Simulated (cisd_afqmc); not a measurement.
Input (AFQMC/CISD/cc-pV(D+d)Z; cisd_afqmc is a phaseless AFQMC code with CISD trial states that reads the integrals written by Ansatz): A basis named .json is the Basis Set Exchange file of that set.

Ansatz 0.2 input:
```python
import cisd_afqmc

open("ham.yaml", "w").write("""\
crystal:
  periodic: [false, false, false]
  atoms:
    - {symbol: C, position_ang: [0.00157892, 1.37890847, -0.51669082]}
    - {symbol: S, position_ang: [0.00022170, 0.00210941, 0.66008151]}
    - {symbol: C, position_ang: [-0.00192304, -1.38218264, -0.50786605]}
    - {symbol: H, position_ang: [0.00294044, 2.29930409, 0.06551543]}
    - {symbol: H, position_ang: [0.89298680, 1.35708082, -1.14457100]}
    - {symbol: H, position_ang: [-0.89029797, 1.35934450, -1.14397930]}
    - {symbol: H, position_ang: [-0.00289150, -2.29883840, 0.08021162]}
    - {symbol: H, position_ang: [-0.89375252, -1.36436650, -1.13527400]}
    - {symbol: H, position_ang: [0.88953225, -1.36663017, -1.13586571]}
basis:
  gaussian:
    orbitals: cc-pV_D+d_Z.json
magnetization: {spin_polarized: false}
correlation: {method: ccsd, electrons: outside_noble_gas, hamiltonian_folder: ham}
""")
rep = cisd_afqmc.ansatz("ham.yaml")
e_ccsd = rep["correlation"]["coupled_cluster"]["energy"]["hartree"]
out = cisd_afqmc.run("ham", e_ccsd, trial="CISD", walkers=100, populations=8, threads=8, dt=0.005, steps=40, early=24, settle=10, least=32,
    cut=5e-5, rank_cut=2e-4, target=0.0004, seconds=1500, seed=1, memory=17280, gpu=False)
```

Output:

```
orbitals 74, occupied [10], factors 480 of 750, rank of the doubles 261 of 640
E(HF) = -476.762823
E(CCSD) on the cut factors = -477.241741, shift to the whole factors -0.000009
Energy of the trial state on the determinant = -477.241678
  tau behind 7.2 of longer steps, mean of the populations' last blocks
   2.0  -477.25815
   4.0  -477.25631
   6.0  -477.25851
   8.0  -477.25632
  10.0  -477.25663
  12.0  -477.25702
  14.0  -477.25439
  16.0  -477.25733
  18.0  -477.25761
  20.0  -477.25699
blocks 777 (0 outliers left out), error by blocks joined: 1: 0.00021, 2: 0.00026, 4: 0.00033, 8: 0.00036, 16: 0.00039
E(AFQMC/CISD) = -477.25680 +/- 0.00039
```
